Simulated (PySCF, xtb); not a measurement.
Acid–base and redox partners of Cl[SiH2]Cl. Gas-phase values, no solvent. One relaxed conformer stands for each flexible species; it need not be the lowest. Strings in code marks are SMILES.

Quantity: bond dissociation enthalpy (X–H) at 298 K, in eV. HF references are unrestricted for open shells and restricted for singlets. Thermal and zero-point terms are GFN2-xTB rigid-rotor harmonic values (xtb).

Case: H atom removed from Si2: `Cl[SiH]Cl`. The other species in the difference include `Cl[SiH2]Cl` (neutral, multiplicity 1). Geometry of `Cl[SiH]Cl` (neutral, multiplicity 2, Å):

```xyz
4

Cl    -1.6777    -0.8397    -0.1261
Si    -0.0006     0.1780     0.4644
Cl     1.6813    -0.8326    -0.1242
H     -0.0030     1.4943    -0.2142
```

### Question
Predict the bond dissociation enthalpy (X–H) at 298 K from HF/6-31G* // CAM-B3LYP-D3(BJ)/def2-TZVP (PySCF).

### Answer
3.16 eV.
